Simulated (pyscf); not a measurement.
## Four-centre exchange: H₃C–InH₂ (SMILES [CH3][InH2]) + NH₃ (SMILES N) → CH₄ (SMILES C) + H₂N–InH₂ (SMILES [NH2][InH2])

Gas phase, singlet surface, charge 0. Bonds broken: C1–In2, N8–H9. Bonds formed: C1–H9, In2–N8. Single points on ωB97X-D3(BJ)/def2-SVP structures (PySCF, gas phase). MP2 and CC: frozen core, UHF for open shells. ΔMP2 is the change of the MP2 total energy from the triple- to the quadruple-zeta basis.

Transition state (Å):

```xyz
11

C     -1.1991    -0.9934    -0.0030
In     0.0653     1.0773     0.4497
H     -1.2801    -1.4669    -0.9953
H     -2.0066    -1.3716     0.6452
H     -0.2645    -1.4063     0.4338
H      0.0550     1.2924     2.1525
H      1.3465     1.1287    -0.6914
N     -1.8597     1.6174    -0.4555
H     -1.7103     0.2868    -0.3102
H     -2.5771     2.0806     0.1021
H     -1.8941     1.9932    -1.4030
```

One imaginary mode, 1609i cm⁻¹; descent along it reached the two sides named, in the forms told below.

```csv
bond,change,reactant side (Å),saddle,product side
C1–In2,breaks,2.174,2.468,3.3
N8–H9,breaks,1.021,1.347,2.8
C1–H9,forms,3.2,1.412,1.101
In2–N8,forms,2.404,2.195,2.020
```

Electronic energies relative to the separated reactants (kcal/mol):

| level | barrier | reaction energy | reverse barrier |
|---|---|---|---|
| ωB97X-D3(BJ)/def2-TZVP | 17.6 | -11.4 | 29.0 |
| PBE/def2-TZVP | 14.9 | -11.7 | 26.6 |
| r²SCAN/def2-TZVP | 14.2 | -12.5 | 26.7 |
| B3LYP-D3(BJ)/def2-TZVP | 18.1 | -12.3 | 30.4 |
| PBE0-D3(BJ)/def2-TZVP | 15.9 | -10.9 | 26.8 |
| M06-2X/def2-TZVP | 15.3 | -13.3 | 28.6 |
| ωB97M-D3(BJ)/def2-TZVP | 19.3 | -11.4 | 30.7 |
| HF/def2-TZVP | 33.9 | -12.4 | 46.3 |
| MP2/def2-QZVPP | 16.9 | -11.7 | 28.6 |
| CCSD/def2-TZVPP | 22.2 | -10.9 | 33.1 |
| CCSD(T)/def2-TZVPP | 19.6 | -11.0 | 30.6 |
| CCSD(T)/def2-TZVPP + ΔMP2(QZVPP) | 18.6 | -11.5 | 30.1 |

With CCSD(T)/def2-TZVPP + ΔMP2(QZVPP) energies and thermal terms (ideal gas, 1 atm, RRHO with modes under 100 cm⁻¹ raised to 100, one conformer, R ln 2 for chiral ones without a mode under 150 cm⁻¹), in kcal/mol:

| T (K) | ΔH‡ | ΔG‡ | ΔH | ΔG |
|---|---|---|---|---|
| 298 | 16.5 | 27.9 | -11.6 | -9.8 |
| 600 | 17.0 | 39.2 | -11.6 | -7.9 |
| 900 | 17.8 | 50.2 | -11.7 | -6.0 |
| 1200 | 18.7 | 60.9 | -11.6 | -4.1 |

On the reactant side the descent ends in an adduct with a In–N contact, 20.5 kcal/mol under the separated species and 38.1 kcal/mol under the saddle at ωB97X-D3(BJ)/def2-TZVP. What is counted as formed (In–N) is already present as a longer contact in the reactant adduct; forming that adduct is a step of its own. One saddle was located; it need not be the lowest between these sides. The CCSD(T) − MP2 part came from Ansatz, without density fitting, on the same reference. The frozen core leaves the outer d or s,p core shells of the metals and heavy elements correlated in the MP2 and CC values, and def2-TZVPP describes them poorly, which can shift differences by a few kcal/mol. Elements past Kr carry the def2 core potentials, without spin-orbit coupling.
